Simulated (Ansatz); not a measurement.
```yaml
crystal:
  periodic: [false, false, false]
  atoms:
    - {symbol: N, position_ang: [-0.621461, 1.074143, -0.649508]}
    - {symbol: C, position_ang: [-0.069851, 0.587405, 0.735780]}
    - {symbol: C, position_ang: [0.606171, -0.160970, 0.148210]}
    - {symbol: O, position_ang: [0.140070, -1.665049, -0.423208]}
    - {symbol: H, position_ang: [-1.047416, 0.407458, -1.188224]}
    - {symbol: H, position_ang: [-1.557151, 1.779426, -0.557489]}
    - {symbol: H, position_ang: [0.383729, 1.323650, 0.987991]}
    - {symbol: H, position_ang: [-1.069554, 0.216953, 1.412477]}
    - {symbol: H, position_ang: [1.627195, -0.244379, -0.598521]}
    - {symbol: H, position_ang: [1.359212, -1.041490, 0.873890]}
    - {symbol: H, position_ang: [0.619282, -2.118314, -0.871915]}
basis:
  gaussian: {orbitals: 6-31G}
hamiltonian: {xc: {name: r2SCANh}}
accuracy: high
relax: {f_tol: 0.0001, max_steps: 1}
output: {forces: true}
```

```sh
$ ansatz run in.yaml --threads 2 --pin off --events-out ev --progress --plain --max-ram 32768MiB --backend cpu
```

**Question.** How does Ansatz answer? (Best estimate.)

**Answer.** Computed: The run did not converge.
```
Functional definition: r2SCANh
  name "r2SCANh"
  cite "Bursch, Neugebauer, Ehlert & Grimme, J. Chem. Phys. 156, 134105 (2022) doi:10.1063/5.0086040"
  cite "Furness, Kaplan, Ning, Perdew & Sun, J. Phys. Chem. Lett. 11, 8208 (2020) doi:10.1021/acs.jpclett.0c02405"
  cite "Furness, Kaplan, Ning, Perdew & Sun, J. Phys. Chem. Lett. 11, 9248 (2020) doi:10.1021/acs.jpclett.0c03077"
  parent r2scan
  parameter a = 0.1
  parameter k0 = 0.174
  parameter k1 = 0.065
  parameter a1 = 4.9479
  exchange = (1 - a)*r2scan_x(k0 = k0, k1 = k1, a1 = a1) + a*exact_x
  correlation = r2scan_c
1392 factors; integrals over basis functions are off by at most 1.9e-9 eV
mean field evaluation 1: about -5698.8445 eV, gradient 6.7e1 eV
mean field evaluation 2: about -5687.8030 eV, gradient 9.6e1 eV
mean field evaluation 4: about -5708.1700 eV, gradient 5.2e0 eV
mean field evaluation 8: about -5708.2566 eV, gradient 1.5e-1 eV
mean field evaluation 16: about -5708.2567 eV, gradient 1.7e-6 eV
mean field -5708.25666184 eV, -209.7745631274 hartree, gradient 6.2e-8 eV, S^2 0.000000; 0 other end points of the search recorded, 0 dependent functions left out
the calculation of the forces begins
reference -5708.25666231 eV, -209.7745631444 hartree; 17, 17 occupied and 33, 33 virtual orbitals, 1392 factors
relax step   1: F+E_penalty+E_count = -5708.25666184 eV  Δ(F+E_penalty+E_count) = +0.000e0 eV  max|allowed force component| = 2.605e1 eV/Å  Δτ_max = 0.0000 Å  (28 SCF iters, accepted)
Error: geometry relaxation did not converge after 1 steps: max|allowed force component| = 2.61e1 eV/Å (threshold 1.0e-4). Raise `relax.max_steps` over both its present limit and 1, loosen `relax.f_tol`, or start from a geometry closer to equilibrium. Where this run's directory can be resumed (`checkpoint.write`), a resume goes on for up to `relax.max_steps` more
```
